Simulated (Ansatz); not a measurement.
C2H8N2 can be A, `CN(C)N`, or B, `CNCN`.

Program: Ansatz. Geometries: PBE0-D4/def2-TZVP. ΔE: electronic, gas phase. CCSD(T)/CBS is the MP2 limit (def2-TZVPP, def2-QZVPP) plus CCSD(T) − MP2 in def2-TZVPP, frozen cores. This one scheme is used for every species. DFT in def2-TZVPP. One conformer a species, not always the lowest.

A:

Z-matrix (Å, degrees):
```
C
N 1 1.443
H 1 1.092 2 109.5
H 1 1.105 2 112.6 3 -120.2
H 1 1.089 2 109.1 3 119.4
C 2 1.444 1 111.9 3 59.5
N 2 1.411 1 109.0 3 -175.3
H 6 1.092 2 110.0 1 -57.9
H 6 1.107 2 112.3 1 62.6
H 6 1.092 2 109.8 1 -176.8
H 7 1.024 2 110.5 1 -82.6
H 7 1.013 2 108.2 1 160.0
```

B:

Z-matrix (Å, degrees):
```
C
N 1 1.446
H 1 1.093 2 110.0
H 1 1.091 2 109.9 3 117.6
H 1 1.104 2 113.8 3 -120.8
C 2 1.453 1 114.0 3 66.7
H 2 1.012 1 110.1 3 -169.9
N 6 1.440 2 114.7 1 -75.2
H 6 1.094 2 107.1 1 164.3
H 6 1.103 2 112.1 1 47.0
H 8 1.013 6 109.8 2 -48.2
H 8 1.011 6 111.4 2 71.0
```

(1) Which is lower in electronic energy at CCSD(T)/CBS, and by how much? (Best estimate.)

(2) Give E(B) − E(A) in kcal/mol with CCSD(T)/def2-TZVPP, B2PLYP, r2SCAN-D4, ωB97M-V, CCSD/def2-TZVPP, PBE0-D4, HF/def2-TZVPP. (An estimate is asked.)

Largest T1 diagnostic: 0.009.

Results:

(1) The calculation gave: B, by 20.9 kcal/mol.

(2) Computed: CCSD(T)/def2-TZVPP -20.8, B2PLYP -20.7, r2SCAN-D4 -20.2, ωB97M-V -20.5, CCSD/def2-TZVPP -21.1, PBE0-D4 -20.4, HF/def2-TZVPP -22.0. None reverses the order clearly.

From PBE to PBE0 (25 % exact exchange), in def2-TZVPP and without D4, E(B) − E(A) moves by −0.8 kcal/mol.
